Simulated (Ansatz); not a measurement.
# H₂LiNSi (SMILES [Li][N]=[SiH2]): single points off equilibrium

How do the functionals fare away from a minimum? The structure is a structure displaced at random from a GFN2-xTB minimum.

Method: single points in def2-TZVPP; program: Ansatz 0.2.0, Gaussian basis.

Cores are frozen in the correlated methods. The outer core shell of Li, Na, Mg and K is correlated.

## (1) The system as given

SMILES `[Li][N]=[SiH2]`, 5 atoms, charge 0, spin multiplicity 1.

Atoms are counted from 1 here; the program's logs count them from 0.

Bond lengths: Li1–N2 1.756 Å, N2–Si3 1.622 Å, Si3–H4 1.511 Å, Si3–H5 1.558 Å. Angles: Li1–N2–Si3 172.2°, N2–Si3–H4 130.9°, N2–Si3–H5 124.9°, H4–Si3–H5 104.1°.

Coordinates:

```
Li   -2.66370    0.68210    0.28050
N    -0.95180    0.33300    0.10660
Si    0.57140   -0.20290   -0.05040
H     1.10950   -1.52310   -0.55240
H     1.84790    0.65070    0.21410
```

## (2) CCSD(T)/def2-TZVPP

run/in.yaml reads:

```yaml
crystal:
  periodic: [false, false, false]
  atoms:
    - {symbol: Li, position_ang: [-2.663700, 0.682100, 0.280500]}
    - {symbol: N, position_ang: [-0.951800, 0.333000, 0.106600]}
    - {symbol: Si, position_ang: [0.571400, -0.202900, -0.050400]}
    - {symbol: H, position_ang: [1.109500, -1.523100, -0.552400]}
    - {symbol: H, position_ang: [1.847900, 0.650700, 0.214100]}
basis:
  gaussian: {orbitals: def2-TZVPP}
correlation: {method: ccsd_t}
output: {forces: true}
```

No record of the launch command was kept for these runs.

## (3) PBE0-D4/def2-TZVPP

Edit run/in.yaml of step 2 so:

```diff
@@ -10,3 +10,3 @@
   gaussian: {orbitals: def2-TZVPP}
-correlation: {method: ccsd_t}
-output: {forces: true}
+hamiltonian: {xc: pbe0, dispersion: d4}
+output: {forces: true, orbitals: {seedname: orbitals}}
```

## (4) wB97M-V/def2-TZVPP

Edit run/in.yaml of step 3 so:

```diff
@@ -10,3 +10,3 @@
   gaussian: {orbitals: def2-TZVPP}
-hamiltonian: {xc: pbe0, dispersion: d4}
-output: {forces: true, orbitals: {seedname: orbitals}}
+hamiltonian: {xc: {name: wB97M-V}}
+output: {forces: true}
```

## (5) r2SCAN-D4/def2-TZVPP

Edit run/in.yaml of step 4 so:

```diff
@@ -10,3 +10,3 @@
   gaussian: {orbitals: def2-TZVPP}
-hamiltonian: {xc: {name: wB97M-V}}
+hamiltonian: {xc: r2scan, dispersion: d4}
 output: {forces: true}
```

## (6) PBE-D4/def2-TZVPP

Edit run/in.yaml of step 5 so:

```diff
@@ -10,3 +10,3 @@
   gaussian: {orbitals: def2-TZVPP}
-hamiltonian: {xc: r2scan, dispersion: d4}
+hamiltonian: {xc: pbe, dispersion: d4}
 output: {forces: true}
```

## (7) r2SCANh-D4/def2-TZVPP

Edit run/in.yaml of step 6 so:

```diff
@@ -10,3 +10,3 @@
   gaussian: {orbitals: def2-TZVPP}
-hamiltonian: {xc: pbe, dispersion: d4}
+hamiltonian: {xc: {name: r2SCANh}, dispersion: d4}
 output: {forces: true}
```

## (8) BLYP-D4/def2-TZVPP

Edit run/in.yaml of step 7 so:

```diff
@@ -10,3 +10,3 @@
   gaussian: {orbitals: def2-TZVPP}
-hamiltonian: {xc: {name: r2SCANh}, dispersion: d4}
+hamiltonian: {xc: {name: BLYP}, dispersion: d4}
 output: {forces: true}
```

(Steps that only read results are left out.)

Q: Predict the outcome of this session. Wanted: energy less free atoms, CCSD(T)/def2-TZVPP; RMS force component; RMS force error; HOMO and LUMO, PBE0-D4; T1 diagnostic.

The runs gave:

| quantity | value |
| --- | --- |
| energy less free atoms, CCSD(T)/def2-TZVPP | -1289.3 kJ/mol |
| RMS force component | 0.386 to 0.692 eV/Å over the methods |
| RMS force error | PBE0-D4 0.234, wB97M-V 0.277, r2SCAN-D4 0.164, PBE-D4 0.138, r2SCANh-D4 0.228, BLYP-D4 0.118 eV/Å |
| HOMO and LUMO, PBE0-D4 | -5.21 and -0.98 eV |
| T1 diagnostic | 0.019 |

**Reading.** Against CCSD(T) the functionals' energies less atoms differ by -89.1 to -20.8 kJ/mol, PBE-D4 by -78.6 kJ/mol. A larger basis would deepen the CCSD(T) value, while the functionals are nearly converged already, so the order here is not reliable. For forces BLYP-D4 does best and wB97M-V worst. Frozen-core CCSD(T) forces in triple zeta carry basis errors of their own, and this is one geometry, so small gaps rank nothing. The restricted Hartree–Fock reference is unstable towards an unrestricted one at one or more of these structures.
